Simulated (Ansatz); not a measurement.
System: diamond-structure Ge. Method: HSE06+SOC in Ansatz (plane waves, PAW).

Settings: plane-wave cutoff 460 eV, 8×8×8 k mesh, Fermi–Dirac smearing 0.01 eV, PAW data made under PBE.

The cell has the measured lattice: a = b = c = 5.6580 Å, α = β = γ = 90.00°.

### Question
Estimate the band gap and smallest direct gap on the k points sampled that the calculation returns.

### Answer

band gap: 0.68 eV (on the SCF k mesh) (indirect)
smallest direct gap on the k points sampled: 0.74 eV

Measured, for comparison: band gap 0.79 eV (measured zero-point renormalisation of 52 meV added back here; inputs from Miglio et al. (2020), arXiv:2011.12765). Computed (rounded) less measured: band gap -0.11 eV.

Note: cell and atoms aren't relaxed at this level (pressure 1.0 GPa).

The computed numbers hold no vibrational or temperature effects.

Ansatz is an electronic-structure program.
